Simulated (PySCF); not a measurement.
A rate constant, worked out

An elementary step of BH₃S₂, closed shell (BH₃S₂ ([SH][BH][SH]) → BHS ([BH][S]) + H₂S; B–S, S–H broken or loosened, S–H formed or tightened). The start structure is the reactant molecule, and the electronic barrier above it is 1.932 eV by CCSD(T) at an estimated basis limit (MP2 extrapolated from triple and quadruple zeta, plus CCSD(T) − MP2 in triple zeta). Program: PySCF 2.14 with density fitting (its default auxiliary sets; JK sets also for MP2 and CCSD(T)). Basis: def2-TZVPP and def2-QZVPP. Cores are frozen in the correlated methods. Extrapolation: Hartree–Fock as exp(−7.88 √X), correlation as X^−2.97. Harmonic wavenumbers (analytic Hessian with the translational sum rule) at PBE0-D4/def2-TZVP (PySCF 2.14 with density fitting (its default auxiliary sets; JK sets also for MP2 and CCSD(T))), in cm⁻¹:

Start: 261, 395, 418, 613, 758, 829, 896, 943, 1151, 2657, 2695, 2698.

Saddle: 883i, 298, 363, 498, 597, 779, 890, 1031, 1052, 1579, 2686, 2688.

Work out the transition-state-theory rate constant at 400 K from these numbers alone (harmonic vibrations; rotation, path degeneracy and anharmonicity left out), and the Wigner tunnelling factor. Use 1 cm⁻¹ = 1.2398 × 10⁻⁴ eV and k_B = 8.617 × 10⁻⁵ eV/K.

Zero-point energies, half the sums: start 14314/2 cm⁻¹ = 0.8874 eV; saddle, real modes only, 12461/2 cm⁻¹ = 0.7725 eV.
Barrier with zero-point energy: 1.932 + 0.7725 − 0.8874 = 1.8171 eV.
k_BT = 0.03447 eV, so the barrier is 52.72 k_BT.
Vibrational partition functions from the zero-point level, ln q = −Σ ln(1 − exp(−hν/k_BT)): start 1.352, saddle 1.197.
k = (k_BT/h) exp(ln q‡ − ln q) exp(−E0/k_BT), with log₁₀(k_BT/h in s⁻¹) = 12.92: log₁₀ k = 12.92 + (-0.155 − 52.72)/2.3026 = -10.04, so k ≈ 9 × 10^(-11) s⁻¹.
Wigner factor: 1 + (hν‡/k_BT)²/24 = 1 + (3.18)²/24 = 1.42. A change of 1 kcal/mol (0.043 eV) in the barrier would change k by a factor of 3.5 at this temperature.

No T1 diagnostic of these runs exceeds 0.019.

Labels in which every atom is bracketed show which atoms are joined, not bond orders.

For scale, one of the runs: CCSD(T)/def2-TZVPP, 157 basis functions, launched by `OMP_NUM_THREADS=4 python run.py`. The run took 92 s on 4 CPU threads of an Arm Neoverse V2 (shared host), with 0.99 GiB of host memory at its peak.
